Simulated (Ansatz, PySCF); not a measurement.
B(F)3 cation (BF₃), SMILES FB(F)F (connectivity only; charge and spin as stated), charge +1, multiplicity 2. Atoms are numbered in the order given.

```xyz
4

B      0.0000    -0.0048    -0.1629
F      0.0000    -0.0384    -1.4149
F      0.0000    -0.9637     0.8098
F      0.0000     1.0069     0.7555
```
Charge +1, spin multiplicity 2.

Geometry: ωB97X-D3(BJ)/def2-TZVP. The spin state was assumed, not searched. The isomer is the one that the SMILES or the coordinates give; other isomers of the formula were not compared.

Two levels are set side by side: PBE-D3(BJ)/def2-TZVP (Ansatz, an electronic-structure program) and ωB97X-D3(BJ)/def2-TZVP (PySCF). Each level has its own optimised geometry; the coordinates shown are those of the second. Frequencies come from the Hessian of PySCF at each geometry. Differences are taken from unrounded values.

| quantity | ωB97X-D3(BJ) |
|---|---|
| mean bond length (Å) | 1.328 |
| bond B1–F2 (Å) | 1.252 |
| bond B1–F3 (Å) | 1.366 |
| bond B1–F4 (Å) | 1.366 |
| highest harmonic wavenumber (cm⁻¹) | 1719 |
| mean harmonic wavenumber (cm⁻¹) | 760 |
| zero-point energy (kcal/mol) | 6.52 |

### Question
What does PBE-D3(BJ) give, and how far is it from ωB97X-D3(BJ)? (Estimate from the structure and the level; the computed values follow.)

### Answer

```json
[
 {"quantity": "mean bond length (Å)", "PBE-D3(BJ)": "1.326", "PBE-D3(BJ) minus ωB97X-D3(BJ)": "-0.002"},
 {"quantity": "bond B1–F2 (Å)", "PBE-D3(BJ)": "1.326", "PBE-D3(BJ) minus ωB97X-D3(BJ)": "0.074"},
 {"quantity": "bond B1–F3 (Å)", "PBE-D3(BJ)": "1.326", "PBE-D3(BJ) minus ωB97X-D3(BJ)": "-0.039"},
 {"quantity": "bond B1–F4 (Å)", "PBE-D3(BJ)": "1.326", "PBE-D3(BJ) minus ωB97X-D3(BJ)": "-0.040"},
 {"quantity": "highest harmonic wavenumber (cm⁻¹)", "PBE-D3(BJ)": "1147", "PBE-D3(BJ) minus ωB97X-D3(BJ)": "-572"},
 {"quantity": "mean harmonic wavenumber (cm⁻¹)", "PBE-D3(BJ)": "699", "PBE-D3(BJ) minus ωB97X-D3(BJ)": "-61"},
 {"quantity": "zero-point energy (kcal/mol)", "PBE-D3(BJ)": "5.99", "PBE-D3(BJ) minus ωB97X-D3(BJ)": "-0.52"}
]
```
